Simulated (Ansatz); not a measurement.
in.yaml

```yaml
crystal:
  periodic: [false, false, false]
  atoms:
    - {symbol: Si, position_ang: [0.001618, 0.029163, 1.660904]}
    - {symbol: Ge, position_ang: [0.000785, -0.033411, -0.702080]}
    - {symbol: H, position_ang: [0.048749, 1.239993, 2.536171]}
    - {symbol: H, position_ang: [-0.054028, -1.217931, 2.484556]}
    - {symbol: H, position_ang: [-0.096412, 1.573201, -0.703218]}
basis:
  gaussian: {orbitals: 6-31G}
magnetization: {spin_polarized: false, initial_magnetization: 1}
correlation: {active_space: {window: {electrons: 11, orbitals: 7}, states: [{multiplicity: 2, weights: [0.5, 1, 1]}], root: 1}}
accuracy: high
```

```sh
$ ansatz run in.yaml --threads 1 --pin off --events-out ev --progress --plain --max-ram 2393MiB
```

Output:

```
894 factors; integrals over basis functions are off by at most 4.8e-9 eV
mean field evaluation 1: about -64370.0696 eV, gradient 8.0e0 eV
mean field evaluation 2: about -64370.1376 eV, gradient 8.2e0 eV
mean field evaluation 4: about -64370.6290 eV, gradient 8.9e-1 eV
mean field evaluation 8: about -64370.6524 eV, gradient 3.5e-1 eV
mean field evaluation 16: about -64370.6563 eV, gradient 1.7e-8 eV
mean field -64370.65627259 eV, -2365.5779860199 hartree, gradient 2.3e-8 eV, S^2 0.750000; 2 other end points of the search recorded, 0 dependent functions left out
reference -64370.65627259 eV, -2365.5779860199 hartree; 25, 24 occupied and 23, 24 virtual orbitals, 894 factors
state -64370.88843478 eV, -2365.5865178228 hartree
state -64370.11152206 eV, -2365.5579668070 hartree
state -64367.92889422 eV, -2365.4777567133 hartree
Total energy: -64370.11152206 eV, -2365.5579668070 hartree
```

Ran on 1 thread of Arm Neoverse V1, shared host: 3.7 s wall, 0.13 GiB peak host memory.
